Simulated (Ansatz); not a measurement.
Write a Python script for the Ansatz DFT code, driven from Python that makes a rigid scan of one bond angle of Al2H4S, SMILES [AlH2][S][AlH2]. Use (for the species named): PBE0, def2-SVP basis, multiplicity 1.

```xyz
7

Al   -1.3715    0.2618   -0.7382
S    -0.8940   -1.0050    1.0218
Al    1.2664   -0.4367    0.8519
H    -1.2977   -0.2849   -2.2316
H    -1.7978    1.8338   -0.5402
H     1.8505    0.8566    1.6453
H     2.3055   -1.2936   -0.0549
```

The script, `bend_al2h4s.py`:
```python
"""Energy of Al2H4S against one bond angle."""

import ansatz as az
from ase import Atoms

BASIS_SET = "def2-SVP"
XC = "pbe0"
FMAX = 0.02
METHOD = "mp2"

atoms = Atoms(["Al", "S", "Al", "H", "H", "H", "H"], positions=[
    (-1.3715, 0.2618, -0.7382),
    (-0.894, -1.005, 1.0218),
    (1.2664, -0.4367, 0.8519),
    (-1.2977, -0.2849, -2.2316),
    (-1.7978, 1.8338, -0.5402),
    (1.8505, 0.8566, 1.6453),
    (2.3055, -1.2936, -0.0549),
])

# start the scan from a relaxed geometry
first = (
    az.Crystal.molecule_from_ase(atoms).calculation()
    .basis(gaussian=BASIS_SET)
    .functional(XC)
    .relax(force_tolerance=FMAX, max_steps=80)
)
atoms.positions = first.run().report["positions_ang"]

rows = []
for angle in [90, 100, 110, 120, 135, 150, 165, 179]:
    bent = atoms.copy()
    bent.set_angle(0, 1, 2, angle, indices=[2, 5, 6])
    base = (
        az.Crystal.molecule_from_ase(bent).calculation()
        .basis(gaussian=BASIS_SET)
        .correlation(METHOD)
    )
    rows.append((angle, base.run().report["free_energy_ev"]))
floor = min(e for _, e in rows)
for angle, e in rows:
    print(f"angle Al0-S1-Al2 = {angle:3d} deg   {1000 * (e - floor):9.1f} meV")
```

`python bend_al2h4s.py` gives:
```text
angle Al0-S1-Al2 =  90 deg       161.0 meV
angle Al0-S1-Al2 = 100 deg         0.0 meV
angle Al0-S1-Al2 = 110 deg         0.4 meV
angle Al0-S1-Al2 = 120 deg        67.9 meV
angle Al0-S1-Al2 = 135 deg       228.2 meV
angle Al0-S1-Al2 = 150 deg       407.5 meV
angle Al0-S1-Al2 = 165 deg       552.4 meV
angle Al0-S1-Al2 = 179 deg       616.3 meV
```

The scan is rigid, and the energies are electronic, in a modest basis. The zero is the lowest point of the grid, which needn't be the minimum. The start is relaxed with a density functional and scanned with the wavefunction method, so it isn't exactly that method's minimum. The whole script took 46 s on 1 thread of Arm Neoverse V1, with other jobs on the host, peak memory 0.22 GiB.
